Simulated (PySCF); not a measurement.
## Structure elucidation problem

The spectra below were simulated for a compound CH4S2.

¹H NMR (500 MHz, computed): δ 3.58 (br s, 1H), 2.17 (s, 3H).

¹³C{¹H} NMR (computed): δ 30.1 (CH3).

PySCF calculation with geometry: PBE0-D3(BJ)/def2-TZVP and shielding tensors at PBE0/pcSseg-2 (GIAO); no relativistic terms, fast rotation and ring inversion assumed for equivalent nuclei, in vacuum, one conformer.

Referencing at the same level of theory: TMS for ¹H and ¹³C.

Task: Deduce the structure.

Result: 
- The formula gives 0 degrees of unsaturation.
- Carbon types of the structure: 1 × CH3, leaving 1 H on heteroatoms.
- δC 30.1: methyl carbon bonded to S.
- δH 3.58: hydrogen on a sulfur bonded to S; labile proton, position sensitive to the medium.
- δH 2.17: hydrogen on a methyl carbon bonded to S.

Structure: Hydrogen methyl disulfide (CSS).

OH and NH positions are those of a molecule without intermolecular hydrogen bonds; in solution they move with solvent, concentration and temperature, and exchange usually removes their couplings. Shifts are as computed. Against solution values, carbons near 30 ppm lie about +3 ppm off and those near 130 ppm about +9 ppm. Of 1211 compounds with measured shifts, 218 miss one by over three times the rms of a fit or turn the order of signals round; such compounds aren't used in these exercises.
